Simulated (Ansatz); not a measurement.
Sn2F: from a trial structure to a relaxed crystal

Level of theory: DFT PBE, scalar-relativistic, plane waves, PAW (Ansatz). Cutoff 420 eV, Γ-centred k mesh, Gaussian smearing, no spin polarisation in the final step.

The start puts Sn2F on the cuprite structure type (Pn-3m, No. 224), with F in place of O, Sn in place of Cu, at a guessed volume.

```xyz
6
Lattice="5.1948 0.0000 0.0000 0.0000 5.1948 0.0000 0.0000 0.0000 5.1948" Properties=species:S:1:pos:R:3 pbc="T T T"
Sn    1.2987    1.2987    1.2987
Sn    1.2987    3.8961    3.8961
Sn    3.8961    3.8961    1.2987
Sn    3.8961    1.2987    3.8961
F     0.0000    0.0000    0.0000
F     2.5974    2.5974    2.5974
```

Cell and atoms relax at zero pressure; the relaxation can't lower the symmetry of the start. After a coarse first stage the cell is made exact in the group found at 0.06 Å.

Energies over the elements count from the elements' standard structures at the same level (F₂ as a molecule), with no empirical corrections.

Problem. What does it relax into?

Solution. It keeps Pn-3m (No. 224). The result has the cuprite structure. Conventional cell: a = 5.435 Å. Sn has 2 F at 2.35 Å; F has 4 Sn at 2.35 Å.

Space group Pn-3m:1 (No. 224). a = 5.435 Å, b = 5.435 Å, c = 5.435 Å, α = 90.00°, β = 90.00°, γ = 90.00°
| atom | site | symmetry | x | y | z |
| --- | --- | --- | --- | --- | --- |
| Sn | 4b | .-3m | 0.2500 | 0.2500 | 0.2500 |
| F | 2a | -43m | 0.0000 | 0.0000 | 0.0000 |

Problem. What are its volume, energy, density and gap?

Solution. The volume per atom is 26.76 Å³ and the density is 5.30 g/cm³. The energy over the elements is -0.69 eV/atom and the gap on the 8×8×8 mesh is 0 eV (a metal).

The final run used a 8×8×8 mesh on its 6-atom cell and 0.10 eV smearing. For metals, differences of a few meV/atom aren't resolved. A structure relaxed within its symmetry needn't be a true minimum.

Cost: 3 runs of about 0.69 core-minutes in all, on Intel Xeon 6975P-C (Granite Rapids) (shared hosts).